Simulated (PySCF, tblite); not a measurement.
**C₅H₉O radical: geometry, infrared bands and EPR parameters**

Wanted: the infrared bands and EPR parameters of C₅H₉O radical (`O[C@@H]1[CH]CCC1`), by calculation.

Programs: tblite 0.8.0 and PySCF 2.14.0, with density-fitted response routines of our own. Each step states its level of theory. These are calculated values for one molecule in the gas phase, unless marked as measured. Atoms count from 0, in the outputs and in this text.

**1. The starting structure**

15 atoms, charge 0, multiplicity 2; geometry from: force field or distance geometry start.

Bonds of the start (Å): O0–C1 1.38, C1–C2 1.50, C2–C3 1.54, C3–C4 1.50, C4–C5 1.52, C5–C1 1.52, O0–H6 0.98, C1–H7 1.12, C2–H8 1.12, C3–H9 1.12, C3–H10 1.12, C4–H11 1.10, C4–H12 1.11, C5–H13 1.10, C5–H14 1.10.

**2. Relaxing the molecule with GFN2-xTB**

The job: settings as JSON, then the geometry in Å.

```
{"job": {"kind": "relax", "xc": "GFN2-xTB", "basis": "xTB"}, "charge": 0, "multiplicity": 2}
O      2.314300    -0.271700     0.507900
C      0.945100    -0.131600     0.554200
C      0.159200    -1.331300     0.132000
C     -1.242900    -0.705400     0.005700
C     -1.070900     0.782300     0.066000
C      0.376500     0.903000    -0.398800
H      2.677600    -0.578600    -0.344400
H      0.614100     0.144100     1.583400
H      0.400900    -1.674700    -0.905600
H     -1.852000    -1.061600     0.875700
H     -1.717100    -1.003600    -0.960200
H     -1.771200     1.338900    -0.569500
H     -1.079600     1.140600     1.119600
H      0.804200     1.901900    -0.245600
H      0.437400     0.555600    -1.442500
```

Run with:

```console
OMP_NUM_THREADS=1 python probes_run.py task.json out
```

The driver reads the jobs from task.json and runs them one after another.

**Question.** This job is followed by: GFN2-xTB harmonic vibrations, gas phase; UKS B3LYP, pcH-1 on C H O, non-relativistic, mean-field spin-orbit, GIAO. What will the session give for the following? strongest single infrared mode (GFN2-xTB); zero-point energy (GFN2-xTB); g(iso) (B3LYP); ⟨S²⟩; largest a(iso); potential on the surface of density 0.002 e/bohr³, 1st and 99th percentile.

As calculated:

```
                                                                  quantity                 value
                                 strongest single infrared mode (GFN2-xTB)   332 cm⁻¹, 82 km/mol
                                              zero-point energy (GFN2-xTB)         79.9 kcal/mol
                                                            g(iso) (B3LYP)               2.00250
                                                                      ⟨S²⟩    0.754 (exact 0.75)
                                                            largest a(iso)  1H on H10, 145.2 MHz
potential on the surface of density 0.002 e/bohr³, 1st and 99th percentile    -1.71 V and 1.85 V
```

What this shows: Relaxing lowered the energy by 1.000 eV in 69 steps; the close pair that moved most is C2–C3, from 1.541 to 1.478 Å. All 39 modes are real, so the xTB geometry is a minimum. The strongest single mode, at 332 cm⁻¹, moves mainly H8 and H6. Unscaled tight-binding wavenumbers are off by several per cent, some by more. Its intensities can rank the bands wrongly. Most of the unpaired spin sits on C2 (1.00 e). The isotropic g lies 0.2 ppt above the free-electron value.
